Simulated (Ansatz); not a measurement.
# HMgS: the cost of one run

Program: Ansatz 0.2.0. Level of theory: RKS B3LYP-D4/def2-SVP. These are calculated values, not measurements.

## 1. Starting point

Bond lengths: Mg1–S2 2.203 Å, Mg1–H3 1.816 Å. Angles: S2–Mg1–H3 179.5°.

Coordinates:

```xyz
3

Mg   -0.1151    0.0136   -0.0567
S     1.8157   -0.2773    0.9633
H    -1.7007    0.2637   -0.9066
```

## 2. End point A

File input.yaml:

```yaml
crystal:
  periodic: [false, false, false]
  atoms:
    - { symbol: Mg, position_ang: [-0.11507, 0.01358, -0.05667] }
    - { symbol: S, position_ang: [1.81573, -0.27731, 0.96325] }
    - { symbol: H, position_ang: [-1.70066, 0.26374, -0.90658] }
total_charge: -1
basis:
  gaussian: { orbitals: def2-SVP }
hamiltonian:
  xc: b3lyp
  dispersion: d4
relax:
  f_tol: 0.02
  max_steps: 50
```

Run with:

```console
$ ansatz run input.yaml --threads 1 --pin off --max-ram 2048MiB --backend cpu --events-out ev --progress --plain --runs-dir out
```

**Question.** How long does this run take on 1 thread of Arm Neoverse V2, shared host, and how much memory does it need?

About 2.6 s, with a peak of 0.098 GiB.
